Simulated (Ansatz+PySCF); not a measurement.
# singlet HCl: levels of theory in one basis

```xyz
2

H     0.0000    0.0000   -1.2138
Cl    0.0000    0.0000    0.0714
```

Basis set: def2-SVP (spherical functions). Left uncorrelated: 5 orbitals. Charge 0, multiplicity 1.

Computed with Ansatz (development build ahead of 0.2.0); each method stands on the lowest determinant of its kind that the runs found. NEVPT2 correlates all electrons. Active spaces start from the frontier orbitals, and the lowest solution found is given.

```json
{"method": "RHF", "E − E(RHF) (eV)": "0.00", "<S²> of the determinant": "0.00"}
{"method": "RHF-MP2", "E − E(RHF) (eV)": "-3.95", "<S²> of the determinant": "–"}
{"method": "RHF-CCSD(T)", "E − E(RHF) (eV)": "-4.46", "<S²> of the determinant": "–"}
{"method": "full CI (lowest root of this spin)", "E − E(RHF) (eV)": "-4.48", "<S²> of the determinant": "–"}
{"method": "CASSCF(8,5)", "E − E(RHF) (eV)": "-0.48", "<S²> of the determinant": "–"}
{"method": "CASSCF(2,2)", "E − E(RHF) (eV)": "-0.44", "<S²> of the determinant": "–"}
{"method": "SC-NEVPT2(2,2)", "E − E(RHF) (eV)": "-4.21", "<S²> of the determinant": "–"}
{"method": "SC-NEVPT2(8,5)", "E − E(RHF) (eV)": "-3.90", "<S²> of the determinant": "–"}
```

What does RHF-CCSD give on the same scale?

-4.40 eV.

Is a single determinant a sound starting point here?

By this sign, yes. Unrestricted orbitals gain 0.00 eV and <S²> is 0.00 against 0.00 for a pure state. The CASSCF(8,5) natural occupations are 2.00, 2.00, 2.00, 1.98, 0.02. The CASSCF(2,2) natural occupations are 1.98, 0.02.

Caution for CASSCF(2,2), SC-NEVPT2(2,2): other starts end on other solutions of this active space.
